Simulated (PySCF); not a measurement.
CN, SMILES [C]#N, multiplicity 2. Atoms are numbered in the order given.

```xyz
2

C      0.0000     0.0000    -0.6258
N      0.0000     0.0000     0.5364
```
Charge 0, spin multiplicity 2.

The structure is a stationary point at B3LYP-D3(BJ)/def2-TZVPD.

Two levels are set side by side: PBE/pcH-1 (PySCF) and PBE0/pcH-1 (PySCF). Contact hyperfine couplings, same geometry. Differences are taken from unrounded values.

```json
[
 {"quantity": "A(iso) of 13C, atom C1 (MHz)", "PBE0": "612.0", "PBE": "508.1", "PBE minus PBE0": "-103.9"},
 {"quantity": "A(iso) of 14N, atom N2 (MHz)", "PBE0": "-23.5", "PBE": "-9.6", "PBE minus PBE0": "13.9"}
]
```

Rough cost on one machine, each run with all the roots and properties that it gave: PBE0 against PBE within a factor of 2.
